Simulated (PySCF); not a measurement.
Species: CCl4.
Z-matrix (Å and degrees, PBE0-D3(BJ)/def2-TZVP geometry), rows numbered from 1:
```
Cl
C   1  1.7626
Cl  2  1.7627  1  109.52
Cl  2  1.7639  1  109.47  3  -119.95
Cl  2  1.7630  1  109.46  3   120.05
```

Computed with PySCF at wB97X-D/pcSseg-2, non-relativistic, on one gas-phase PBE0-D3(BJ)/def2-TZVP geometry that isn't relaxed in the solvent. The solvent is an IEF-PCM continuum (cavity from Bondi-type radii × 1.2). Only the electrostatic response of the medium enters.

Gas phase at wB97X-D/pcSseg-2: HOMO -11.05 eV, LUMO 0.34 eV, dipole 0.01 D.

What does the continuum do to the energy, the frontier levels and the dipole at wB97X-D/pcSseg-2 in chloroform?

| solvent | ε | E(solvent) − E(gas) (kcal/mol) | polarisation term (kcal/mol) | distortion of the solute (kcal/mol) | HOMO (eV) | LUMO (eV) | dipole (D) |
| --- | --- | --- | --- | --- | --- | --- | --- |
| chloroform | 4.711 | -0.64 | -0.65 | 0.01 | -10.99 | 0.43 | 0.01 |

Polarisation term: ½ Σ q·V over the induced surface charges. Distortion: the rise of the solute's own energy as its density leaves the gas-phase optimum. Charge and dipole vanish, so a point-dipole model would give no lowering at all.

Note: wB97X-D ran without an empirical dispersion term, which enters the total energy and its gradient alone.
